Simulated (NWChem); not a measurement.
Everything below was run with NWChem. System: acetone (C$_{3}$H$_{6}$O), charge 0, spin multiplicity 1, at a geometry optimised with PBE/def2-SVP. Level: RHF/def2-TZVP.

The NWChem input:

```
start mol
memory heap 200 mb stack 900 mb global 1100 mb
geometry units angstroms nocenter noautoz
  C     -1.287596    -0.117264    -0.616623
  C      0.000000     0.000000     0.186855
  C      1.287596     0.117264    -0.616623
  O      0.000000     0.000000     1.406906
  H     -1.251244    -1.000733    -1.288197
  H     -1.421289     0.770582    -1.270008
  H     -2.149171    -0.206179     0.069751
  H      2.149171     0.206179     0.069751
  H      1.421289    -0.770582    -1.270008
  H      1.251244     1.000733    -1.288197
  symmetry group C2
end
basis spherical
  * library def2-tzvp
end
scf
  rhf
  nopen 0
  maxiter 100
  thresh 1e-7
  semidirect memsize 60000000 filesize 0
end
task scf energy
```

NWChem printed:

```
             Northwest Computational Chemistry Package (NWChem) 7.3.0
             --------------------------------------------------------

                                NWChem Input Module
                                -------------------

 Scaling coordinates for geometry "geometry" by  1.889725989
 (inverse scale =  0.529177249)

 Turning off AUTOSYM since
 SYMMETRY directive was detected!

                             Geometry "geometry" -> ""
                             -------------------------

 Output coordinates in angstroms (scale by  1.889725989 to convert to a.u.)

  No.       Tag          Charge          X              Y              Z
 ---- ---------------- ---------- -------------- -------------- --------------
    1 C                    6.0000    -1.28759600    -0.11726400    -0.61662300
    2 C                    6.0000     0.00000000     0.00000000     0.18685500
    3 C                    6.0000     1.28759600     0.11726400    -0.61662300
    4 O                    8.0000     0.00000000     0.00000000     1.40690600
    5 H                    1.0000    -1.25124400    -1.00073300    -1.28819700
    6 H                    1.0000    -1.42128900     0.77058200    -1.27000800
    7 H                    1.0000    -2.14917100    -0.20617900     0.06975100
    8 H                    1.0000     2.14917100     0.20617900     0.06975100
    9 H                    1.0000     1.42128900    -0.77058200    -1.27000800
   10 H                    1.0000     1.25124400     1.00073300    -1.28819700

 Effective nuclear repulsion energy (a.u.)     118.4733749255

            Nuclear Dipole moment (a.u.)
            ----------------------------
        X                 Y               Z
 ---------------- ---------------- ----------------
     0.0000000000     0.0000000000    -0.0000113384

      Symmetry information
      --------------------

 Group name             C2
 Group number              4
 Group order               2
 No. of unique centers     6

      Symmetry unique atoms

     1    2    4    5    6    7


 Summary of "ao basis" -> "" (spherical)
 ------------------------------------------------------------------------------
       Tag                 Description            Shells   Functions and Types
 ---------------- ------------------------------  ------  ---------------------
 *                         def2-tzvp                  on all atoms

 Summary of "ao basis" -> "ao basis" (spherical)
 ------------------------------------------------------------------------------
       Tag                 Description            Shells   Functions and Types
 ---------------- ------------------------------  ------  ---------------------
 C                         def2-tzvp                11       31   5s3p2d1f
 O                         def2-tzvp                11       31   5s3p2d1f
 H                         def2-tzvp                 4        6   3s1p

                                 NWChem SCF Module
                                 -----------------

  ao basis        = "ao basis"
  functions       =   160
  atoms           =    10
  closed shells   =    16
  open shells     =     0
  charge          =   0.00
  wavefunction    = RHF
  use symmetry    = T
  symmetry adapt  = T

 Summary of "ao basis" -> "ao basis" (spherical)
 ------------------------------------------------------------------------------
       Tag                 Description            Shells   Functions and Types
 ---------------- ------------------------------  ------  ---------------------
 C                         def2-tzvp                11       31   5s3p2d1f
 O                         def2-tzvp                11       31   5s3p2d1f
 H                         def2-tzvp                 4        6   3s1p

      Symmetry analysis of basis
      --------------------------

        a          83
        b          77

 Forming initial guess at       0.1s

      Superposition of Atomic Density Guess
      -------------------------------------

 Sum of atomic energies:        -190.79714706

      Non-variational initial energy
      ------------------------------

 Total energy =    -192.965721
 1-e energy   =    -491.862722
 2-e energy   =     180.423627
 HOMO         =      -0.336787
 LUMO         =      -0.017381

      Symmetry analysis of molecular orbitals - initial
      -------------------------------------------------

  Numbering of irreducible representations:

     1 a           2 b

  Orbital symmetries:

     1 a           2 a           3 b           4 a           5 a
     6 a           7 b           8 a           9 b          10 b
    11 a          12 a          13 b          14 a          15 b
    16 b          17 b          18 a          19 b          20 a
    21 b          22 a          23 b          24 a          25 a
    26 b

 Starting SCF solution at       2.2s

 ----------------------------------------------
         Quadratically convergent ROHF

 Convergence threshold     :          1.000E-07
 Maximum no. of iterations :          100
 Final Fock-matrix accuracy:          1.000E-09
 ----------------------------------------------

              iter       energy          gnorm     gmax       time
             ----- ------------------- --------- --------- --------
                 1     -191.9316702531  1.27D+00  3.77D-01      2.4
                 2     -192.0186707310  4.28D-01  8.78D-02      3.0
                 3     -192.0352991470  4.25D-02  1.02D-02      3.8
                 4     -192.0355713312  1.05D-03  3.14D-04      5.0
                 5     -192.0355714776  3.85D-07  7.11D-08      7.1
                 6     -192.0355714776  5.64D-09  2.65D-09      8.5

       Final RHF  results
       ------------------

         Total SCF energy =   -192.035571477625
      One-electron energy =   -495.169763382809
      Two-electron energy =    184.660816979688
 Nuclear repulsion energy =    118.473374925497

        Time for solution =      6.3s

       Symmetry analysis of molecular orbitals - final
       -----------------------------------------------

  Numbering of irreducible representations:

     1 a           2 b

  Orbital symmetries:

     1 a           2 a           3 b           4 a           5 a
     6 a           7 b           8 a           9 b          10 a
    11 b          12 a          13 a          14 b          15 b
    16 b          17 a          18 b          19 b          20 a
    21 b          22 b          23 a          24 a          25 a
    26 b

             Final eigenvalues
             -----------------

              1
    1  -20.5444
    2  -11.3354
    3  -11.2421
    4  -11.2421
    5   -1.3803
    6   -1.0365
    7   -0.9612
    8   -0.7400
    9   -0.6419
   10   -0.6330
   11   -0.6176
   12   -0.5597
   13   -0.5549
   14   -0.5334
   15   -0.4864
   16   -0.4152
   17    0.1234
   18    0.1412
   19    0.1773
   20    0.2049
   21    0.2097
   22    0.2351
   23    0.2425
   24    0.2472
   25    0.2688
   26    0.2969

                       ROHF Final Molecular Orbital Analysis
                       -------------------------------------

 Vector   14  Occ=2.000000D+00  E=-5.334069D-01  Symmetry=b
              MO Center= -7.0D-15, -7.5D-16, -2.6D-01, r^2= 3.7D+00
   Bfn.  Coefficient  Atom+Function         Bfn.  Coefficient  Atom+Function
  ----- ------------  ---------------      ----- ------------  ---------------
   138     -0.189368   7 H  s               144      0.189368   8 H  s
     6      0.177108   1 C  px               68      0.177108   3 C  px

 Vector   15  Occ=2.000000D+00  E=-4.863500D-01  Symmetry=b
              MO Center= -2.4D-13, -9.7D-15,  6.2D-01, r^2= 2.3D+00
   Bfn.  Coefficient  Atom+Function         Bfn.  Coefficient  Atom+Function
  ----- ------------  ---------------      ----- ------------  ---------------
   100      0.338683   4 O  py              103      0.306831   4 O  py
   106      0.190938   4 O  py               38      0.174952   2 C  py
    41      0.163337   2 C  py

 Vector   16  Occ=2.000000D+00  E=-4.151949D-01  Symmetry=b
              MO Center= -1.2D-15, -2.0D-15,  6.4D-01, r^2= 2.1D+00
   Bfn.  Coefficient  Atom+Function         Bfn.  Coefficient  Atom+Function
  ----- ------------  ---------------      ----- ------------  ---------------
    99      0.378237   4 O  px              102      0.339561   4 O  px
   105      0.242277   4 O  px                5      0.177600   1 C  s
    67     -0.177600   3 C  s

 Vector   17  Occ=0.000000D+00  E= 1.234144D-01  Symmetry=a
              MO Center=  1.9D-14, -4.9D-16, -1.2D+00, r^2= 7.8D+00
   Bfn.  Coefficient  Atom+Function         Bfn.  Coefficient  Atom+Function
  ----- ------------  ---------------      ----- ------------  ---------------
     5      4.311072   1 C  s                67      4.311072   3 C  s
    36     -2.672635   2 C  s               127     -1.557117   5 H  s
   133     -1.556032   6 H  s               151     -1.556032   9 H  s
   157     -1.557117  10 H  s               139     -1.108194   7 H  s
   145     -1.108194   8 H  s                98      0.670623   4 O  s

 Vector   18  Occ=0.000000D+00  E= 1.411893D-01  Symmetry=b
              MO Center= -4.1D-18, -1.4D-15, -1.9D-01, r^2= 3.9D+00
   Bfn.  Coefficient  Atom+Function         Bfn.  Coefficient  Atom+Function
  ----- ------------  ---------------      ----- ------------  ---------------
   133     -0.773758   6 H  s               151      0.773758   9 H  s
   127      0.756665   5 H  s               157     -0.756665  10 H  s
    13      0.426797   1 C  py               75      0.426797   3 C  py
    44      0.414412   2 C  py              106     -0.407451   4 O  py
    41      0.309521   2 C  py               38      0.269185   2 C  py

 Vector   19  Occ=0.000000D+00  E= 1.773317D-01  Symmetry=b
              MO Center= -1.8D-14,  3.4D-15, -1.2D+00, r^2= 9.8D+00
   Bfn.  Coefficient  Atom+Function         Bfn.  Coefficient  Atom+Function
  ----- ------------  ---------------      ----- ------------  ---------------
     5      6.735051   1 C  s                67     -6.735051   3 C  s
    43      2.362590   2 C  px              133     -1.922498   6 H  s
   151      1.922498   9 H  s               127     -1.891154   5 H  s
   157      1.891154  10 H  s               139     -1.285769   7 H  s
   145      1.285769   8 H  s                12      0.851122   1 C  px

 center of mass
 --------------
 x =  -0.00000000 y =   0.00000000 z =   0.16053660

 moments of inertia (a.u.)
 ------------------
         182.204652225293         -17.259772954897           0.000000000000
         -17.259772954897         370.385842039318           0.000000000000
           0.000000000000           0.000000000000         214.115668098125

  Mulliken analysis of the total density
  --------------------------------------

    Atom       Charge   Shell Charges
 -----------   ------   -------------------------------------------------------
    1 C    6     6.32   0.85  1.12  0.47  0.68  0.06  1.25  1.42  0.39  0.02  0.05  0.00
    2 C    6     5.67   0.86  1.12  0.52  0.55  0.08  1.14  1.07  0.09  0.05  0.18  0.02
    3 C    6     6.32   0.85  1.12  0.47  0.68  0.06  1.25  1.42  0.39  0.02  0.05  0.00
    4 O    8     8.44   0.79  1.18  0.58  0.95  0.34  1.82  1.95  0.79  0.00  0.03  0.00
    5 H    1     0.88   0.26  0.49  0.11  0.02
    6 H    1     0.88   0.26  0.49  0.11  0.02
    7 H    1     0.86   0.26  0.48  0.10  0.02
    8 H    1     0.86   0.26  0.48  0.10  0.02
    9 H    1     0.88   0.26  0.49  0.11  0.02
   10 H    1     0.88   0.26  0.49  0.11  0.02

       Multipole analysis of the density wrt the origin
       ------------------------------------------------

     L   x y z        total         open         nuclear
     -   - - -        -----         ----         -------
     0   0 0 0     -0.000000      0.000000     32.000000

     1   1 0 0      0.000000      0.000000      0.000000
     1   0 1 0      0.000000      0.000000      0.000000
     1   0 0 1     -1.334098      0.000000     -0.000011

     2   2 0 0    -17.574227      0.000000    129.644138
     2   1 1 0      0.050522      0.000000     10.755955
     2   1 0 1      0.000000      0.000000      0.000000
     2   0 2 0    -18.156117      0.000000     12.286447
     2   0 1 1      0.000000      0.000000      0.000000
     2   0 0 2    -22.027765      0.000000     96.996270

 Task  times  cpu:        8.5s     wall:        8.5s

 Total times  cpu:        8.5s     wall:        8.5s
```
